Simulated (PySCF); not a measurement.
Compound: 2-chloroacrylonitrile, C₃H₂ClN.
SMILES: `C=C(Cl)C#N`

Computed with PBE0/def2-SVPD in PySCF (dipole) on a GFN2-xTB geometry, gas phase.

Take the most abundant isotopes and a rigid rotor. 

**Question.** What are A, B and C (MHz)?

**Answer.** Ia = 73.42, Ib = 156.63, Ic = 230.05 u·Å²; 505379 MHz·u·Å²/I gives A = 6884, B = 3227, C = 2197 MHz.

**Question.** Classify the top.

**Answer.** An asymmetric top; Ray's κ = -0.561.

**Question.** Is it planar, by Δ = Ic − Ia − Ib?

**Answer.** Planar: Δ = Ic − Ia − Ib = 0.00 u·Å². For a rigid frame Δ = −2 Σ m c², so it vanishes when all atoms lie in the ab plane; here none is more than 0.01 Å from it.

**Question.** Give the coordinates in the principal-axis frame, origin at the centre of mass.

**Answer.** The sense of each axis is arbitrary; atoms in the order of the calculation.
```
atom  mass (u)   a (Å)   b (Å)   c (Å)
  C1    12.000   0.108  -1.817   0.000
  C2    12.000  -0.029  -0.495   0.000
 Cl3    34.969   1.323   0.597   0.000
  C4    12.000  -1.284   0.157   0.000
  N5    14.003  -2.294   0.697   0.000
  H6     1.008   1.077  -2.282   0.000
  H7     1.008  -0.759  -2.454  -0.002
```

**Question.** Which lines would a microwave search look for?

**Answer.** The dipole components are |μa| = 2.20 D, |μb| = 2.83 D, |μc| = 0.00 D; the mirror of this Cs structure is the ab plane, so μc vanishes by symmetry and there are no c-type lines. The squared components, which scale the intensities, stand as 0.60 : 1.00 (a : b). Some lines, for components of 0.1 D or more:

```json
{"type": "b", "branch": "R", "J(Ka,Kc)": "4(2,2) ← 3(3,1)", "MHz": "3077", "lower level (cm⁻¹)": "2.341"}
{"type": "a", "branch": "R", "J(Ka,Kc)": "1(0,1) ← 0(0,0)", "MHz": "5423", "lower level (cm⁻¹)": "0.000"}
{"type": "b", "branch": "Q", "J(Ka,Kc)": "3(1,2) ← 3(0,3)", "MHz": "8035", "lower level (cm⁻¹)": "1.055"}
{"type": "a", "branch": "Q", "J(Ka,Kc)": "4(1,3) ← 4(1,4)", "MHz": "10147", "lower level (cm⁻¹)": "1.762"}
{"type": "b", "branch": "Q", "J(Ka,Kc)": "2(2,0) ← 2(1,1)", "MHz": "11159", "lower level (cm⁻¹)": "0.733"}
{"type": "a", "branch": "R", "J(Ka,Kc)": "2(1,1) ← 1(1,0)", "MHz": "11877", "lower level (cm⁻¹)": "0.337"}
{"type": "b", "branch": "R", "J(Ka,Kc)": "4(1,3) ← 3(2,2)", "MHz": "13747", "lower level (cm⁻¹)": "1.642"}
{"type": "b", "branch": "Q", "J(Ka,Kc)": "3(2,2) ← 3(1,3)", "MHz": "15713", "lower level (cm⁻¹)": "1.118"}
{"type": "a", "branch": "R", "J(Ka,Kc)": "3(2,2) ← 2(2,1)", "MHz": "16270", "lower level (cm⁻¹)": "1.099"}
{"type": "a", "branch": "R", "J(Ka,Kc)": "4(0,4) ← 3(0,3)", "MHz": "20097", "lower level (cm⁻¹)": "1.055"}
{"type": "b", "branch": "R", "J(Ka,Kc)": "4(1,4) ← 3(0,3)", "MHz": "21192", "lower level (cm⁻¹)": "1.055"}
{"type": "b", "branch": "R", "J(Ka,Kc)": "4(2,3) ← 3(1,2)", "MHz": "31103", "lower level (cm⁻¹)": "1.323"}
{"type": "b", "branch": "R", "J(Ka,Kc)": "4(4,0) ← 3(3,1)", "MHz": "50938", "lower level (cm⁻¹)": "2.341"}
```

**Question.** Estimate the classical rotational partition function at 25 K, 100 K and 200 K.

**Answer.** Point group Cs, symmetry number σ = 1; q = (√π/σ)·√((kT/h)³/(ABC)), k/h = 20836.6 MHz/K: 3020 at 25 K, 24100 at 100 K, 68300 at 200 K.

No GFN2-xTB frequencies stand behind this structure, so it isn't proved a minimum. Zero-point vibration and centrifugal distortion are left out. Quadrupole hyperfine structure (14N, 35Cl) is left out.
